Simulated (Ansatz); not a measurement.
[Al(OMe)H3]- (CH₆AlO⁻). Total charge -1; singlet. Geometry r2SCAN-D4/def2-TZVPD, basis def2-TZVPD, Ansatz.

```
run  HOMO (eV)  LUMO (eV)
  A      -4.33       4.27
  B      -1.02       4.05
  C      -2.05       3.81
  D      -0.83       3.29
  E      -4.47       4.87
  F      -1.20       3.36
```

Question: The runs used B97M-V, LDA (SPW92), PBE0, r2SCAN, ωB97M-V, ωB97X-V. Estimate which is which.

Answer: A ωB97M-V (range-separated); B r2SCAN (0 % exact exchange); C PBE0 (25 % exact exchange); D LDA (SPW92) (0 % exact exchange); E ωB97X-V (range-separated); F B97M-V (0 % exact exchange). Exact exchange lowers occupied and raises empty levels; among semilocal functionals meta-GGAs tend to open the gap a little, and such runs are hard to tell apart. The gap grows from 4.12 eV (LDA (SPW92)) to 9.34 eV (ωB97X-V).
